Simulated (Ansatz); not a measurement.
A made-up structure of C2H3S, doublet:

C1  (1.368, -1.358, 1.295)
C2  (0.431, -0.868, 0.147)
S3  (-0.297, 0.331, -0.260)
H4  (-1.619, 0.033, -0.377)
H5  (0.113, 0.704, -1.502)
H6  (-0.144, 1.375, 0.598)
(Å)

It is relaxed with PBE-D4/def2-SVP and then PBE0-D4/def2-TZVP (Ansatz 0.2.0). Atoms count as bonded within 1.22 times the sum of their covalent radii (H–H: 0.88 Å). The end point is not checked to be a true minimum.

Does its bonding change? (A judgement: the text doesn't fix the answer.)

The calculation gives: Yes. Formed: none; broken: S3–H6.

Where it ends: The first stage lowers the energy by 3.73 eV in 18 steps. It ends as a complex of C₂H₂S ([C][C][SH2]) + H:
C1  (1.317, -2.405, 0.593)
C2  (0.724, -1.337, 0.317)
S3  (0.117, 0.174, 0.284)
H4  (-1.219, 0.049, 0.025)
H5  (0.328, 0.647, -0.981)
H6  (-1.414, 3.090, -0.337)
(Å)

Labels in which every atom is bracketed show which atoms are joined, not bond orders.

For scale, one of the runs: PBE0-D4/def2-TZVP relaxation, 117 basis functions, launched by `ansatz run in.yaml --threads 2 --pin off --events-out ev --progress --plain --max-ram 4352MiB`. Hardware: 2 CPU threads of an Arm Neoverse V1, shared host. Wall time about 41 s.
